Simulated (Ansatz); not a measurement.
A nudged elastic band was laid between two geometries of BH3O + FH (7 atoms, charge 0, multiplicity 1).

Theory: Ansatz, RKS B3LYP/6-31G*.

- movable images: 5
- climbing image: yes
- spring: 5.0 eV/Å²
- optimiser: lbfgs
- start path: through a guess of the saddle point
- force threshold: 0.05 eV/Å
- iteration limit: 60
- end points: relaxed
- largest step: 0.5 Å

First end point:

```xyz
7
Properties=species:S:1:pos:R:3
B -0.174 -0.410 -0.021
O -0.478 0.141 1.189
H -1.099 -0.379 1.722
H 0.586 0.202 -0.702
H -0.665 -1.453 -0.339
F 0.773 2.504 1.329
H 0.271 1.718 1.470
```

Last end point:

```xyz
7
Properties=species:S:1:pos:R:3
B -0.021 0.309 -0.113
O -0.102 -0.037 1.660
H -1.016 0.168 1.925
H 1.150 0.096 -0.286
H -0.842 -0.487 -0.489
F -0.405 1.626 -0.131
H 0.449 0.647 2.082
```

Problem. Which bonds break or form, and what moves?

Solution. Bonds broken: F6–H7. Bonds formed: B1–F6, O2–H7. BH3O + FH becomes BFH4O.

Problem. What energy profile does the band end with?

Solution. The run converged. The highest image is number 4 of 0 to 6, 0.45 eV above the first end and 0.87 eV above the last; the last end lies 0.42 eV below the first. Another band between the same ends (5 images) ends at a top of the same energy, where a vibrational analysis finds 1 clearly imaginary mode. The orbitals stay closed-shell, which can raise the energy where a bond breaks towards radicals; this wasn't checked here.

```csv
image,path coordinate (Å),energy (eV),F6–H7 (Å),B1–F6 (Å),O2–H7 (Å)
0,0.00,0.00,0.94,3.35,1.77
1,0.72,0.01,0.94,3.13,1.80
2,1.44,0.03,0.94,2.89,1.89
3,2.14,0.06,0.95,2.38,1.91
4,2.85,0.45,1.10,1.68,1.33
5,3.68,-0.40,2.08,1.38,0.98
6,4.52,-0.42,2.57,1.37,0.97
```

Problem. What is the geometry of the highest image?

Solution. 
```xyz
7
Properties=species:S:1:pos:R:3
B 0.043 0.078 0.133
O -0.017 -0.019 1.638
H -0.887 -0.331 1.930
H 1.124 -0.157 -0.307
H -0.957 -0.258 -0.428
F -0.030 1.738 0.341
H -0.063 1.272 1.340
```

Time of the run: 2.6 min on 1 thread of Intel(R) Xeon(R) 6975P-C (Granite Rapids), with other jobs on the host, peak memory 0.11 GiB.
